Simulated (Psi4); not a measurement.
**BP2H5 (SMILES [BH].PP): CAM-B3LYP/6-31+G(d) (density fitting, Cartesian functions, counterpoise nocp, fragments set)**

Wanted: the interaction energy of BP2H5. 

The calculation is run with Psi4 1.11.

7 further runs of the same task are left out: 7 set aside as unsound or not needed.

### Step 1. Starting point

The species is BP2H5 (8 atoms), meant as a singlet with charge 0. As SMILES, `[BH].PP`.

Bond lengths: P3–P4 2.227 Å, B1–H2 1.232 Å, P3–H5 1.422 Å, P3–H6 1.422 Å, P4–H7 1.422 Å, P4–H8 1.422 Å. Angles: P3–P4–H7 93.6°, P3–P4–H8 93.6°, P4–P3–H5 93.6°, P4–P3–H6 93.6°, H7–P4–H8 92.0°, H5–P3–H6 92.0°.

### Step 2. The interaction energy at CAM-B3LYP/6-31+G(d) (density fitting, Cartesian functions, counterpoise nocp, fragments set)

Contents of bh5p2.inp:

```
memory 1600 MB

molecule {
  0 1
  B      0.000000     0.000000    -0.616200
  H      0.000000     0.000000     0.616200
  --
  0 1
  P      2.724180     2.703330    -0.774760
  P      2.596770     2.383580    -2.975170
  H      4.039920     2.171640    -0.683920
  H      3.216770     4.030880    -0.905370
  H      1.277700     2.906860    -3.065670
  H      2.112780     1.053010    -2.843510
  symmetry c1
  no_reorient
  no_com
}

set {
  basis     6-31+G*
  reference rks
}

E, wfn = energy("cam-b3lyp", bsse_type='nocp', return_wfn=True)
```

The run is started by

```bash
psi4 bh5p2.inp bh5p2.out -n 1
```

bh5p2.out:

```text
[...]
  Running in c1 symmetry.
[...]
  Nuclear repulsion =    2.146937725860136
[...]
  Multiplicity = 1
[...]
  Nalpha       = 3
  Nbeta        = 3
[...]
    Number of basis functions: 21
[...]
   @DF-RKS iter   1:   -25.25884838857974   -5.17839e-01   4.15068e-03 ADIIS/DIIS
[...]
   @DF-RKS iter   7:  -710.32906785782018   -1.61765e-08   5.69961e-07 DIIS
[...]
    Orbital Energies [Eh]
    ---------------------
    Doubly Occupied:
       1A    -77.165211     2A    -77.158861     3A     -6.915674
       4A     -6.639875     5A     -6.633788     6A     -4.802386
       7A     -4.802215     8A     -4.798174     9A     -4.796364
      10A     -4.796126    11A     -4.791871    12A     -0.774225
      13A     -0.668149    14A     -0.553147    15A     -0.481688
      16A     -0.430667    17A     -0.405007    18A     -0.392114
      19A     -0.299384    20A     -0.291306
[...]
  @DF-RKS Final Energy:  -710.32906785782018
   => Energetics <=
    Nuclear Repulsion Energy =            116.9861833890477385
    One-Electron Energy =               -1212.2424599061348545
    Two-Electron Energy =                 424.3381836353241283
    DFT Exchange-Correlation Energy =     -39.4109749760570622
    Empirical Dispersion Energy =           0.0000000000000000
    VV10 Nonlocal Energy =                  0.0000000000000000
    Total Energy =                       -710.3290678578200641
[...]
 Multipole Moments:
 ------------------------------------------------------------------------------------
     Multipole            Electronic (a.u.)      Nuclear  (a.u.)        Total (a.u.)
 ------------------------------------------------------------------------------------
 L = 1.  Multiply by 2.5417464519 to convert [e a0] to [Debye]
 Dipole X            :       -170.9491721          170.9473087           -0.0018634
 Dipole Y            :       -163.3862344          163.3971348            0.0109003
 Dipole Z            :        125.7121338         -125.1229620            0.5891718
 Magnitude           :                                                    0.5892756
[...]
```

It took 13 s on 1 thread of AMD EPYC 7B13 (Zen 3), shared host; peak memory 0.61 GiB.

### Step 3. What came out

At CAM-B3LYP/6-31+G* (density fitting, Cartesian functions, counterpoise nocp, fragments set):

```
          quantity         value
interaction energy  -5.26 kJ/mol
```
